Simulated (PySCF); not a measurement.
NaF₂⁻, singlet: computed properties

Method: PySCF, PBE0, basis Na def2-TZVPD, F def2-TZVPD (no relativity, density fitting).

The structure is a minimum.

```xyz
3
charge -1 multiplicity 1, angstrom
Na    0.0000    0.0000    0.0000
F     0.0000    0.0000    2.0432
F     0.0000    0.0000   -2.0432
```

```
Point group                                                                   : D∞h
Bond lengths                                                                  : Na–F 2.043 Å (×2)
Bond angles                                                                   : F–Na–F 180.0°
Principal quadrupole moments (Buckingham, traceless) about the centre of mass : -35.65, 17.82, 17.82 D Å
Enthalpy at 298.15 K above 0 K                                                : 13.95 kJ/mol
Principal polarisabilities                                                    : 23.4, 23.4, 25.5 bohr³
Highest occupied level                                                        : -2.79 eV
Entropy at 298.15 K and 1 bar                                                 : 259.1 J/(mol K)
Rotational symmetry number                                                    : 2
Zero-point energy                                                             : 6.3 kJ/mol
Heat capacity Cp at 298.15 K                                                  : 57.5 J/(mol K)
Lowest empty level                                                            : 2.82 eV
Dipole moment about the centre of mass                                        : 0.00 D
Rotational constants                                                          : 0.1063 cm⁻¹
```

Harmonic modes (masses in u: Na 22.990, F 18.998):
| symmetry | ω (cm⁻¹) | IR (km/mol, summed over degenerate members) | μ (u) | type |
| --- | --- | --- | --- | --- |
| πu | 128 | 176 | 21.30 | bend |
| σg+ | 314 | 0.0 | 19.00 | stretch |
| σu+ | 477 | 114 | 21.30 | stretch |

In D∞h the vibrations span πu + σg+ + σu+. The σg+ mode carries no infrared intensity, as symmetry demands. With a centre of inversion only u modes can be infrared active and only g modes Raman active.

Charges (e); Mulliken and Löwdin values are unreliable with diffuse functions:
```csv
atom,Mulliken,Löwdin,polar tensor,Mayer order to Na1
Na1,0.95,0.55,0.81,–
"F2,3",-0.98,-0.78,-0.91,0.06
```

Mulliken populations on Na1: s 3.99, p 6.01, d 0.04.

Outer orbital energies (eV). occupied: -22.67, -22.44, -3.14, -2.86, -2.80, -2.80, -2.79, -2.79; empty: 2.82, 2.82, 2.92, 3.28.

Counting electrons, sodium keeps none of its valence electrons outside its bonds, so the VSEPR class is AX2 and the expected shape is linear (D∞h), as computed.

Other isomers or separated fragments may lie lower. The lowest empty level of this anion is unbound, so it and the gap depend on the basis.

The final relaxation and frequency run took 15 s on 2 threads of a shared Arm Neoverse V2 host, with 115 basis functions and 7 gradients; the process peaked at 0.99 GiB. Launch command: `OMP_NUM_THREADS=2 python axn.py task.json out`.
